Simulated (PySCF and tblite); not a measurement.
The numbers below are computed, except where a source is named.
# Conformer ensemble of C₃H₈O, numbered as in [CH3:1][CH2:2][CH2:3][OH:4]

The ensemble was built from 90 distance-geometry starts (ETKDG and KDG, MMFF94s, GFN2-xTB) and rests on PBE0-D3(BJ)/def2-SVP geometries. Free energies are PBE0-D3(BJ)/def2-TZVP single points with GFN2-xTB rigid-rotor and vibrational terms (modes under about 100 cm⁻¹ blended into free rotors). Symmetry numbers and mirror images are counted. Conformers within 4 kcal/mol (GFN2-xTB free energy) were kept, 5 at most. GIAO shieldings: PBE0/pcSseg-1. Shifts are against TMS (¹H), TMS (¹³C) at the same level. Run with PySCF (density fitting) and tblite.

Torsions listed: C1–C2–C3–O4, C2–C3–O4–H4. Of a mirror pair one member is shown.

```json
{"conformer": "1", "shape": "-61°, 175°", "symmetry": "C1 (pair)", "E(GFN2) kcal/mol": "1.74", "E(DFT) kcal/mol": "0.10", "G(298.15 K) kcal/mol": "0.00", "weight %": "24.7", "dipole D": "1.48"}
{"conformer": "2", "shape": "-62°, 67°", "symmetry": "C1 (pair)", "E(GFN2) kcal/mol": "0.35", "E(DFT) kcal/mol": "0.01", "G(298.15 K) kcal/mol": "0.09", "weight %": "21.3", "dipole D": "1.66"}
{"conformer": "3", "shape": "-177°, -60°", "symmetry": "C1 (pair)", "E(GFN2) kcal/mol": "0.00", "E(DFT) kcal/mol": "0.04", "G(298.15 K) kcal/mol": "0.09", "weight %": "21.2", "dipole D": "1.67"}
{"conformer": "4", "shape": "58°, 62°", "symmetry": "C1 (pair)", "E(GFN2) kcal/mol": "0.15", "E(DFT) kcal/mol": "0.00", "G(298.15 K) kcal/mol": "0.09", "weight %": "21.1", "dipole D": "1.62"}
{"conformer": "5", "shape": "180°, -179°", "symmetry": "Cs", "E(GFN2) kcal/mol": "1.36", "E(DFT) kcal/mol": "0.18", "G(298.15 K) kcal/mol": "0.44", "weight %": "11.7", "dipole D": "1.44"}
```

Weights (%) against temperature:

```
 T (K)     1     2     3     4     5  S(mix) cal/mol/K
   200  24.9  21.8  20.9  21.1  11.2              4.36
   250  24.7  21.6  21.1  21.1  11.5              4.36
298.15  24.7  21.3  21.2  21.1  11.7              4.36
   350  24.6  21.1  21.3  21.1  11.8              4.36
   400  24.6  20.9  21.3  21.2  11.9              4.36
```

Averaged shifts at 298.15 K. ¹H: 3.56 (H3, 2H), 1.36 (H2, 2H), 0.97 (H1, 3H) ppm. ¹³C: 66.6 (C3), 29.1 (C2), 11.6 (C1) ppm.

Coordinates of conformer 1 (Å):

```xyz
12

C     1.319   -0.325    0.445
C     0.422    0.457   -0.500
C    -1.052    0.328   -0.172
O    -1.422   -1.023   -0.283
H     1.222    0.039    1.481
H     2.378   -0.240    0.159
H     1.045   -1.390    0.439
H     0.573    0.109   -1.536
H     0.686    1.528   -0.489
H    -1.230    0.713    0.855
H    -1.638    0.968   -0.862
H    -2.336   -1.113    0.002
```

H on N, O and S are left out: they exchange, and hydrogen bonds move them by several ppm. Shifts are unscaled: against experiment ¹³C can be off by 15 ppm or more and ¹H by 0.8 ppm.

Search and properties took 85 s on 1 thread of Arm Neoverse N1, shared host (rough), launched as `OMP_NUM_THREADS=1 python ens_run.py task.json out`.
